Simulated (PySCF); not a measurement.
# Relaxation of singlet CS2

Computed with PySCF, PBE0, basis C def2-TZVP, S def2-TZVP (no relativity, density fitting). A (50,194) grid was used.

A hand-made bent start, of C2v symmetry, held to at least that symmetry:

```xyz
3
charge 0 multiplicity 1, angstrom
C     0.0000    0.0000   -0.7776
S     1.3188    0.0000    0.1459
S    -1.3188    0.0000    0.1459
```

At each step, columns x, y, z (Å) and Fx, Fy, Fz (eV/Å):

```
step 0  E − E(last) = 345.18 kJ/mol
C    0.000   0.000  -0.778   0.000   0.000   6.596
S    1.319   0.000   0.146   3.780   0.000  -3.298
S   -1.319   0.000   0.146  -3.780   0.000  -3.298
step 1  E − E(last) = 129.04 kJ/mol
C    0.000   0.000  -0.576   0.000   0.000   4.749
S    1.475   0.000   0.045  -0.160   0.000  -2.374
S   -1.475   0.000   0.045   0.160   0.000  -2.374
step 2  E − E(last) = 35.61 kJ/mol
C    0.000   0.000  -0.384  -0.003   0.000   2.389
S    1.536   0.000  -0.051  -0.593   0.000  -1.194
S   -1.536   0.000  -0.051   0.597   0.000  -1.195
step 3  E − E(last) = 5.64 kJ/mol
C    0.000   0.000  -0.239   0.000   0.000   0.832
S    1.562   0.000  -0.123  -0.902   0.000  -0.416
S   -1.562   0.000  -0.123   0.902   0.000  -0.416
step 4  E − E(last) = 0.29 kJ/mol
C    0.000   0.000  -0.181   0.001   0.000   0.185
S    1.551   0.000  -0.152  -0.163   0.000  -0.092
S   -1.551   0.000  -0.152   0.162   0.000  -0.092
step 5  E − E(last) = 0.00 kJ/mol
C    0.000   0.000  -0.164  -0.004   0.000   0.016
S    1.549   0.000  -0.161  -0.037   0.000  -0.008
S   -1.549   0.000  -0.161   0.041   0.000  -0.008
step 6  E − E(last) = 0.00 kJ/mol
C    0.000   0.000  -0.162  -0.002   0.000   0.003
S    1.548   0.000  -0.162   0.012   0.000  -0.001
S   -1.548   0.000  -0.162  -0.010   0.000  -0.001
```

It ends at D∞h with C–S 1.548 Å (×2); S–C–S 180.0°. A frequency run shows a minimum. Other isomers or separated fragments may lie lower.

The relaxation took 7.4 s on 2 threads of a shared Arm Neoverse V1 host, with 105 basis functions and 7 gradients; the process peaked at 0.56 GiB.
